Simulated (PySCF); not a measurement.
Below is a simulated gas-phase C 1s photoelectron spectrum of ethylketene (`CCC=C=O`).

Every computed line was given a Gaussian of 0.5 eV full width at half maximum and an area set by the number of equivalent atoms; the highest printed point is 100. Method used: delta-SCF UKS SCAN, pcX-2 on the ionised atom, pcseg-1 elsewhere, spin-free X2C in PySCF 2.14.0.

| binding energy (eV) | intensity |
| --- | --- |
| 290.0 | 1 |
| 290.1 | 3 |
| 290.2 | 9 |
| 290.3 | 23 |
| 290.4 | 46 |
| 290.5 | 74 |
| 290.6 | 96 |
| 290.7 | 100 |
| 290.8 | 86 |
| 290.9 | 65 |
| 291.0 | 52 |
| 291.1 | 49 |
| 291.2 | 52 |
| 291.3 | 51 |
| 291.4 | 41 |
| 291.5 | 27 |
| 291.6 | 14 |
| 291.7 | 6 |
| 291.8 | 2 |
| 291.9 | 1 |
| 292.0 | 0 |
| 292.1 | 0 |
| 292.2 | 0 |
| 292.3 | 0 |
| 292.4 | 0 |
| 292.5 | 0 |
| 292.6 | 0 |
| 292.7 | 0 |
| 292.8 | 0 |
| 292.9 | 0 |
| 293.0 | 0 |
| 293.1 | 0 |
| 293.2 | 1 |
| 293.3 | 4 |
| 293.4 | 9 |
| 293.5 | 20 |
| 293.6 | 34 |
| 293.7 | 46 |
| 293.8 | 50 |
| 293.9 | 44 |
| 294.0 | 30 |
| 294.1 | 17 |
| 294.2 | 8 |
| 294.3 | 3 |
| 294.4 | 1 |
| 294.5 | 0 |

Count the maxima, the lines and the sites behind this envelope.

The curve has 3 maxima (at 290.7, 291.2 and 293.8 eV). Under it lie 4 lines from 4 inequivalent carbon sites. At this width some lines have no maximum of their own.

Decompose the envelope and assign each component. Numbering: `[CH3:1][CH2:2][CH:3]=[C:4]=[O:5]`.

```csv
position (eV),relative area,line,atoms,environment
290.65,1,C 1s,C3,outer carbon of cumulated double bonds
290.68,1,C 1s,C1,methyl carbon
291.27,1,C 1s,C2,chain CH2 carbon
293.79,1,C 1s,C4,central carbon of a ketene
```

What are the centre and the root-mean-square width of the whole band?

The area-weighted mean of the lines is 291.60 eV. Their own spread about it is 1.29 eV (rms) and each Gaussian has σ = 0.5/2.355 = 0.21 eV; the variances add, which gives 1.31 eV.

Lowest listed C 1s: C3, bonded to C (double bond), C and H. Highest, 3.14 eV above it: C4, bonded to O (double bond) and C (double bond). The widest gap between neighbouring values is 2.52 eV, between 291.27 and 293.79 eV. Summing the Pauling electronegativity differences to the bonded atoms, each weighted by its formal bond order, gives -0.35 for the lowest site and +1.78 for the highest; no listed site has a larger sum than the highest. The smallest sum, -1.05, belongs to C1, 0.03 eV above the lowest. The values 290.65 and 290.68 eV lie too close for their order to be trusted.

Shake-up satellites, vibrational structure and lifetime widths aren't simulated. Isolated species at its GFN2-xTB geometry (one conformer only).

The values belong to the conformer `[CH3:1][CH2:2][CH:3]=[C:4]=[O:5]`: C1–C2–C3–C4 112°.
